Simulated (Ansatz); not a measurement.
# 1,1-elimination

Start structure (AlH3O2, closed shell), relaxed at PBE0-D4/def2-TZVP:

Al1  (-0.128, -0.348, -0.209)
O2  (1.291, 0.256, 0.494)
H3  (-0.200, -1.745, -0.924)
O4  (-1.527, 0.595, -0.138)
H5  (2.123, -0.212, 0.498)
H6  (-1.560, 1.454, 0.280)
(Å)

The step: AlH₃O₂ ([OH][AlH][OH]) → AlHO ([OH][Al]) + H₂O (still joined by a long Al–O bond); bonds formed: O2–H3; bonds broken: Al1–H3; bonds weakened to dative contacts: Al1–O2. Program: Ansatz 0.2.0. Basis: def2-TZVPP and def2-QZVPP. Cores are frozen in the correlated methods. Extrapolation: Hartree–Fock as exp(−7.88 √X), correlation as X^−2.97. Energies below are by CCSD(T) at an estimated basis limit (MP2 extrapolated from triple and quadruple zeta, plus CCSD(T) − MP2 in triple zeta).

(1) What are the electronic barrier and the energy of the step, from the start structure to the end structure? (Judge from chemistry; the value comes from the calculation.)

No T1 diagnostic of these runs exceeds 0.018. The restricted Hartree–Fock reference is unstable towards an unrestricted one at one or more of these structures.

## Answers

(1) Computed: Barrier 3.187 eV; step energy 1.706 eV (uphill); reverse barrier, their difference, 1.481 eV. Barrier and step energy count from the start structure, the reverse barrier from the end structure.

The saddle point: One imaginary mode of 1480i cm⁻¹.
```csv
pair,start (Å),saddle (Å),end (Å)
O2–H3,2.87,1.33,0.96
Al1–O2,1.69,1.84,2.19
Al1–H3,1.57,1.72,2.81
```

Zero-point energy (harmonic, PBE0-D4): ZPE is 0.929 eV at the start and 0.812 eV at the saddle, so the barrier goes from 3.187 to 3.070 eV.

First-order rate constant out of the start structure at 898 K by transition-state theory, with harmonic vibrational free energies alone and no tunnelling: ΔA‡ = 3.002 eV, so k = (kB T/h) exp(−ΔA‡/kB T) ≈ 10^-4 s⁻¹ (an order of magnitude at best: rotation, the number of equivalent paths and anharmonicity are left out).

Labels in which every atom is bracketed show which atoms are joined, not bond orders.

For scale, one of the runs: CCSD(T)/def2-TZVPP, 146 basis functions, launched by `ansatz run in.yaml --threads 2 --pin off --events-out ev --progress --plain --max-ram 4352MiB`. Time: 16 s of wall clock on 2 CPU threads of an Intel Xeon Platinum 8259CL; the host was shared. Peak host memory: 0.91 GiB.
